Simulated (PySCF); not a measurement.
Functional benchmark on one molecule

Molecule: SMILES CC[PH](=O)CC, C$_{4}$H$_{11}$OP.

Geometry:
```json
{"atom": "C1", "x (Å)": "-2.111", "y (Å)": "0.377", "z (Å)": "0.266"}
{"atom": "C2", "x (Å)": "-1.291", "y (Å)": "-0.862", "z (Å)": "0.593"}
{"atom": "P3", "x (Å)": "0.453", "y (Å)": "-0.818", "z (Å)": "0.065"}
{"atom": "O4", "x (Å)": "1.209", "y (Å)": "-2.089", "z (Å)": "0.297"}
{"atom": "C5", "x (Å)": "1.207", "y (Å)": "0.640", "z (Å)": "0.858"}
{"atom": "C6", "x (Å)": "2.703", "y (Å)": "0.704", "z (Å)": "0.578"}
{"atom": "H7", "x (Å)": "-1.750", "y (Å)": "1.264", "z (Å)": "0.808"}
{"atom": "H8", "x (Å)": "-3.166", "y (Å)": "0.232", "z (Å)": "0.541"}
{"atom": "H9", "x (Å)": "-2.082", "y (Å)": "0.608", "z (Å)": "-0.811"}
{"atom": "H10", "x (Å)": "-1.272", "y (Å)": "-1.072", "z (Å)": "1.676"}
{"atom": "H11", "x (Å)": "-1.708", "y (Å)": "-1.764", "z (Å)": "0.116"}
{"atom": "H12", "x (Å)": "0.343", "y (Å)": "-0.406", "z (Å)": "-1.304"}
{"atom": "H13", "x (Å)": "0.683", "y (Å)": "1.552", "z (Å)": "0.525"}
{"atom": "H14", "x (Å)": "1.018", "y (Å)": "0.530", "z (Å)": "1.940"}
{"atom": "H15", "x (Å)": "2.905", "y (Å)": "0.867", "z (Å)": "-0.492"}
{"atom": "H16", "x (Å)": "3.178", "y (Å)": "1.522", "z (Å)": "1.138"}
{"atom": "H17", "x (Å)": "3.181", "y (Å)": "-0.244", "z (Å)": "0.865"}
```

Geometry PBE0-D3(BJ)/def2-SVP throughout; GIAO in PySCF 2.14.0 with density-fitted response routines, gas phase, one conformer, non-relativistic; equivalent atoms averaged; basis pcSseg-1.

Reference values (measured; solution, CHCl3; S. K. Latypov et al., Phys. Chem. Chem. Phys. 2015 (author manuscript)): δ(P3) = 41.0 ppm vs 85 % H3PO4. Computed shifts are taken against H3PO4, calculated as an isolated molecule at each level.

Task: How do the functionals WP04, B97-2, BHandHLYP, CAM-B3LYP, wB97X-D, LC-wPBE perform against the reference? Times are CPU seconds on 1 thread of an Arm Neoverse V1, shared host.

Result: 
```tsv
functional	kind	P3	abs. error P	core-s
WP04	global hybrid	15.6	25.4	16
B97-2	global hybrid	8.0	33.0	16
BHandHLYP	global hybrid	10.9	30.1	15
CAM-B3LYP	range-separated hybrid	7.1	33.9	22
wB97X-D	range-separated hybrid	4.8	36.2	21
LC-wPBE	range-separated hybrid	-2.0	43.0	32
```

For 31P the closest is WP04 (25.4 ppm) and the furthest LC-wPBE (43.0 ppm). One molecule is a small sample, and vibrational and solvent effects are absent from the calculation.
